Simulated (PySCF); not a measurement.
# State search for ClF

Unrestricted PBE0; basis Cl def2-TZVP, F def2-TZVP; no relativity; PySCF 2.14. Outer shells of the fragments: Cl 3s2 3p5; F 2s2 2p5.

Followed along the bond (rough minima from three points):

| 2Ms+1 | unpaired | ⟨S²⟩ at the start | R at minimum (Å) | Te (eV) |
| --- | --- | --- | --- | --- |
| 1 | none | 0.00 | 1.62 | 0.00 |
| 3 | σ ↑, π ↑ | 2.01 | none in the scan | ≤ 2.57 |

Solutions found at the starting distance of 1.585 Å, counted from the lowest of them; the search is not exhaustive and high or unbound solutions are not listed, so other states can lie among these:

| 2Ms+1 | unpaired | term | E (eV) | ⟨S²⟩ | ⟨Lz²⟩ | μ (D) |
| --- | --- | --- | --- | --- | --- | --- |
| 1 | none | ¹Σ⁺ | 0.00 | 0.00 | 0.00 | -0.79 |
| 3 | σ ↑, π ↑ | ³Π | 3.36 | 2.01 | 1.01 | -0.70 |
| 1 | σ ↑, π ↓ | mixed | 3.77 | 1.01 | 1.01 | -0.64 |
| 3 | π ↑↑ | ³Σ⁻ | 8.11 | 2.01 | 0.00 | -0.25 |
| 3 | σ ↑↑ | ³Σ⁺ | 8.71 | 2.00 | 0.00 | 0.94 |

A term symbol is given only where ⟨S²⟩ and ⟨Lz²⟩ are close to those of a pure state; real π, δ and φ orbitals otherwise mix terms. A positive dipole means Cl(−)F(+).

Counting both spins, an empty level lies below a filled one in some of these solutions, because spin and occupation are held.
